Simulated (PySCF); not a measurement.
**Functional benchmark on one molecule**

Molecule: `FC(F)(F)Cl`, CClF₃.

Atom-mapped SMILES (the numbers label the heavy atoms): `[F:1][C:2]([F:3])([F:4])[Cl:5]`.

Geometry PBE0-D3(BJ)/def2-SVP throughout; GIAO in PySCF, gas phase, one conformer, non-relativistic; equivalent atoms averaged; basis pcSseg-2.

Reference values (measured; University of Colorado NMR facility, 19F NMR Reference Standards): δ(F1/F3/F4) = -28.6 ppm vs CFCl3. Computed shifts are taken against CFCl3, calculated as an isolated molecule at each level.

How do the functionals HF, LDA, PBE, BLYP, BP86, OPBE, KT2, KT3, B97-D, B3LYP, PBE0, mPW1PW91, WP04, B97-2, BHandHLYP, CAM-B3LYP, wB97X-D, LC-wPBE perform against the reference? Times are CPU seconds on shared hosts with different chips, so compare them loosely; the GGAs took longer than the global hybrids here, which isn't the general rule, and the cause wasn't traced.

Results:


```
functional                    kind  F1/F3/F4  abs. error F  core-s
        HF            Hartree–Fock     -11.6          17.0     5.2
       LDA                     LDA     -45.8          17.2      11
       PBE                     GGA     -46.3          17.7      18
      BLYP                     GGA     -45.7          17.1      14
      BP86                     GGA     -46.5          17.9      14
      OPBE                     GGA     -44.6          16.0      14
       KT2                     GGA     -53.1          24.5      15
       KT3                     GGA     -49.2          20.6      14
     B97-D                     GGA     -44.9          16.3      14
     B3LYP           global hybrid     -35.3           6.7     9.7
      PBE0           global hybrid     -33.8           5.2     9.6
  mPW1PW91           global hybrid     -33.3           4.7     9.6
      WP04           global hybrid     -32.1           3.5     7.6
     B97-2           global hybrid     -34.6           6.0     7.7
 BHandHLYP           global hybrid     -23.8           4.8     7.5
 CAM-B3LYP  range-separated hybrid     -25.2           3.4      10
   wB97X-D  range-separated hybrid     -28.2           0.4      11
   LC-wPBE  range-separated hybrid     -15.0          13.6      13
```

For 19F the closest is wB97X-D (0.4 ppm) and the furthest KT2 (24.5 ppm). One molecule is a small sample, and vibrational and solvent effects are absent from the calculation.
